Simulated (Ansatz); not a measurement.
## Worked example: correlation energy of Ge–CH2, triplet

Geometry: a PBE0/def2-TZVP stationary point for this spin, not checked as a minimum. The singlet lies 1.2 eV lower here.

```xyz
4

Ge    0.0000    0.0000    0.3308
C     0.0000    0.0000   -1.6265
H     0.0000    0.9089   -2.2295
H     0.0000   -0.9089   -2.2295
```

Basis cc-pVDZ; Ansatz 0.2.0. Only valence electrons are correlated (noble-gas cores and the filled d shells of p-block atoms frozen), which leaves 10 electrons in 36 orbitals. Prefix R: restricted or restricted open-shell reference. No spin–orbit coupling is included, and no scalar relativity.

Full CI isn't at hand for all of this; RCCSDTQ serves as the reference, and is uncertain by about the last step of the cluster series.

Runs differ by some tens of microhartree through their thresholds and, for an open shell, their frozen cores, so steps under 0.03 kcal/mol mean nothing.

| level | total energy (hartree) |
| --- | --- |
| RHF | -2114.279774 |
| RMP2 | -2114.458973 |
| RCCSD | -2114.491120 |
| RCCSD(T) | -2114.496771 |
| RCCSDT | -2114.497705 |
| RCCSDT(Q) | -2114.498051 |
| RCCSDTQ | -2114.498067 |

Question: What is the correlation energy at RCCSDTQ, and what share of it do RMP2 and RCCSDT recover?

Answer: E(corr) = -2114.498067 − (-2114.279774) = -0.218293 hartree = -5.940 eV. RMP2: -0.179199 / -0.218293 = 82.09 %. RCCSDT: -0.217931 / -0.218293 = 99.83 %.

Question: By how many kcal/mol does RCCSD(T) miss RCCSDTQ (1 hartree = 627.509 kcal/mol), and which steps make up the rest?

Answer: -2114.496771 − (-2114.498067) = 0.001296 hartree = 0.81 kcal/mol. Steps: RCCSDT − RCCSD(T) = -0.59, RCCSDT(Q) − RCCSDT = -0.22, RCCSDTQ − RCCSDT(Q) = -0.01 kcal/mol. Differences between like states or geometries often cancel part of this.
